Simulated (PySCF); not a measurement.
These compounds are isomers of formula C$_{5}$H$_{9}$N.

A. `C=CN=C(C)C`
B. `N1[C@@H](C=C)[C@H]1C`
C. SMILES C(=N/C=C)/CC

Spectrum 1. ¹H NMR (500 MHz, computed): δ 7.21 (m, 1H), 4.34 (m, 1H), 4.06 (m, 1H), 2.06 (s, 3H), 1.98 (s, 3H). ¹³C{¹H} NMR (computed): δ 167.1 (C), 150.4 (CH), 97.5 (CH2), 31.4 (CH3), 19.3 (CH3).

Spectrum 2. ¹H NMR (500 MHz, computed): δ 7.52 (t, 1H), 7.26 (m, 1H), 4.37 (m, 1H), 4.16 (m, 1H), 2.40 (m, 2H), 1.09 (t, 3H). ¹³C{¹H} NMR (computed): δ 167.8 (CH), 150.1 (CH), 98.3 (CH2), 27.2 (CH2), 13.1 (CH3).

Spectrum 3. ¹H NMR (500 MHz, computed): δ 6.53 (m, 1H), 5.46 (m, 1H), 4.69 (m, 1H), 2.50 (m, 1H), 2.07 (m, 1H), 1.02 (d, 3H), -0.07 (br s, 1H). ¹³C{¹H} NMR (computed): δ 144.0 (CH), 117.3 (CH2), 38.2 (CH), 35.9 (CH), 15.0 (CH3).

- σ from GIAO-PBE0/pcSseg-1
- geometry: GFN2-xTB
- code: PySCF 2.14.0 with density-fitted response routines
- non-relativistic Hamiltonian, rapidly exchanging positions averaged, isolated molecule, one computed conformer

Chemical shifts δ = σref − σ; TMS for ¹H (σref 31.72), ¹³C (σref 186.93), all at this level. Where no couplings were computed, multiplicities follow the n + 1 count of equivalent neighbours, and m marks all less simple cases (inequivalent or close neighbours, rings, F or P nearby). Shifts are as computed. Against solution values, carbons near 30 ppm lie about +3 ppm off and those near 130 ppm about +5 ppm (rms about the fit 2.1 ppm; single classes can miss by 10 ppm). Of 1328 compounds with measured shifts, 309 miss one by over three times the rms of a fit or turn the order of signals round; such compounds aren't used in these exercises. Signals without a measured value on file couldn't be tested in this way; 1H shifts scatter by 0.2 ppm about their fit, and single ones miss by 0.5 ppm. OH and NH positions are gas-phase values without hydrogen bonding to other molecules.

Which spectrum belongs to which compound?

Answers

1–A, 2–C, 3–B.

- Spectrum 1 (A): 5 ¹³C signals; δC 150.4 is an alkene CH; δC 31.4 is a methyl carbon.
- Spectrum 2 (C): 5 ¹³C signals; δC 150.1 is an alkene CH; δC 27.2 is an sp3 CH2.
- Spectrum 3 (B): 5 ¹³C signals; δC 144.0 is an alkene CH; δC 117.3 is a terminal =CH2 carbon.
